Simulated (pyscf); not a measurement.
**Addition across a multiple bond or ene-type step: H₃C–Al(F)–F (SMILES [CH3][Al]([F])[F]) + H₂C=CH₂ (SMILES C=C) → H₃C–CH₂–CH₂–Al(F)–F (SMILES CC[CH2][Al]([F])[F])**

Gas phase, singlet surface, charge 0. Bonds broken: C1–Al2. Bonds formed: C1–C8, Al2–C9. Structures and frequencies: ωB97X-D3(BJ)/def2-SVP in PySCF.

Transition state (Å):

```xyz
13

C     -1.4208    -0.7478    -0.0680
Al     0.1714     0.5112    -0.4347
F      1.4529    -0.4206    -0.9773
F     -0.4646     1.6792    -1.4517
H     -2.3572    -0.1944    -0.2278
H     -1.6048    -1.6404     0.5397
H     -1.0889    -1.1509    -1.0535
C     -0.5086     0.1650     1.6853
C      0.4740     1.1696     1.4524
H     -0.1866    -0.8128     2.0533
H     -1.5309     0.4370     1.9603
H      0.1620     2.2158     1.5369
H      1.5070     0.9337     1.7286
```

One imaginary mode, 527i cm⁻¹; descent along it reached the two sides named, in the forms told below.

```json
[
 {"bond": "C1–Al2", "change": "breaks", "reactant side (Å)": "1.937", "saddle": "2.063", "product side": "3.0"},
 {"bond": "C1–C8", "change": "forms", "reactant side (Å)": "3.2", "saddle": "2.177", "product side": "1.530"},
 {"bond": "Al2–C9", "change": "forms", "reactant side (Å)": "2.575", "saddle": "2.021", "product side": "1.935"}
]
```

Electronic energies relative to the separated reactants (kcal/mol):

| level | barrier | reaction energy | reverse barrier |
|---|---|---|---|
| ωB97X-D3(BJ)/def2-TZVP | 16.1 | -25.6 | 41.7 |
| PBE/def2-TZVP | 14.8 | -21.5 | 36.3 |
| r²SCAN/def2-TZVP | 12.1 | -23.1 | 35.2 |
| B3LYP-D3(BJ)/def2-TZVP | 19.0 | -20.6 | 39.5 |
| PBE0-D3(BJ)/def2-TZVP | 13.5 | -26.4 | 39.9 |
| M06-2X/def2-TZVP | 16.2 | -23.3 | 39.5 |
| ωB97M-D3(BJ)/def2-TZVP | 19.4 | -22.4 | 41.8 |
| HF/def2-TZVP | 34.5 | -14.6 | 49.1 |

With ωB97M-D3(BJ)/def2-TZVP energies and thermal terms (ideal gas, 1 atm, RRHO with modes under 100 cm⁻¹ raised to 100, one conformer, R ln 2 for rigid chiral ones), in kcal/mol:

```
T (K)   ΔH‡   ΔG‡     ΔH     ΔG
-----  ----  ----  -----  -----
298    20.2  32.7  -19.0   -7.1
600    20.5  45.3  -18.9   +5.0
900    21.0  57.6  -18.3  +16.8
1200   21.6  69.8  -17.3  +28.3
```

On the reactant side the descent ends in a bound adduct, 14.4 kcal/mol under the separated species and 30.5 kcal/mol under the saddle at ωB97X-D3(BJ)/def2-TZVP. At the saddle there is also a short Al–C contact that neither side keeps. This is the saddle that the search found; another between the same sides may lie lower.
